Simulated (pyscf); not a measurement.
Four-centre exchange: HO–SiH₃ (SMILES O[SiH3]) + HF (SMILES F) → HO–SiH₂–F (SMILES O[SiH2]F) + H₂ (SMILES [H][H])

Gas phase, singlet surface, charge 0. Bonds broken: Si2–H4, F7–H8. Bonds formed: Si2–F7, H4–H8. Optimised with ωB97X-D3(BJ)/def2-SVP in PySCF.

Transition state (Å):

```xyz
8

O      0.1205     1.3270     0.6337
Si     0.1414    -0.2850     0.2549
H     -0.6610     1.7923     0.3129
H     -0.7466    -1.4635     1.1476
H      0.3503    -0.7636    -1.1308
H      1.3183    -0.7309     1.0526
F     -1.7888    -0.1617    -0.1161
H     -1.4645    -1.0258     0.6674
```

One imaginary mode, 1119i cm⁻¹; descent along it reached the two sides named, in the forms told below.

| bond | change | reactant side (Å) | saddle | product side |
|---|---|---|---|---|
| Si2–H4 | breaks | 1.505 | 1.725 | 3.5 |
| F7–H8 | breaks | 0.928 | 1.211 | 2.518 |
| Si2–F7 | forms | 3.1 | 1.969 | 1.629 |
| H4–H8 | forms | 2.138 | 0.968 | 0.760 |

Electronic energies relative to the separated reactants (kJ/mol):

| level | barrier | reaction energy | reverse barrier |
|---|---|---|---|
| ωB97X-D3(BJ)/def2-TZVP | 103.4 | -139.1 | 242.5 |
| PBE/def2-TZVP | 76.5 | -135.1 | 211.5 |
| r²SCAN/def2-TZVP | 82.3 | -147.1 | 229.3 |
| B3LYP-D3(BJ)/def2-TZVP | 100.4 | -141.8 | 242.2 |
| PBE0-D3(BJ)/def2-TZVP | 94.0 | -132.1 | 226.0 |
| M06-2X/def2-TZVP | 107.2 | -149.1 | 256.3 |
| ωB97M-D3(BJ)/def2-TZVP | 100.7 | -139.8 | 240.5 |
| HF/def2-TZVP | 181.8 | -136.5 | 318.3 |

With ωB97M-D3(BJ)/def2-TZVP energies and thermal terms (ideal gas, 1 atm, RRHO with modes under 100 cm⁻¹ raised to 100, one conformer, R ln 2 for chiral ones without a mode under 150 cm⁻¹), in kJ/mol:

```json
[
 {"T (K)": "298", "ΔH‡": "97.5", "ΔG‡": "139.4", "ΔH": "-148.5", "ΔG": "-143.0"},
 {"T (K)": "600", "ΔH‡": "95.4", "ΔG‡": "183.0", "ΔH": "-146.3", "ΔG": "-138.4"},
 {"T (K)": "900", "ΔH‡": "95.8", "ΔG‡": "226.8", "ΔH": "-144.5", "ΔG": "-134.8"},
 {"T (K)": "1200", "ΔH‡": "97.3", "ΔG‡": "270.2", "ΔH": "-143.3", "ΔG": "-131.8"}
]
```

On the reactant side the descent ends in a complex, 16.8 kJ/mol under the separated species and 120.2 kJ/mol under the saddle at ωB97X-D3(BJ)/def2-TZVP. The same reactants have a lower exit, to F–SiH₃ + H₂O (barrier +62.2 kJ/mol at ωB97M-D3(BJ)/def2-TZVP, against +100.7 kJ/mol here). This is the saddle that the search found; another between the same sides may lie lower.
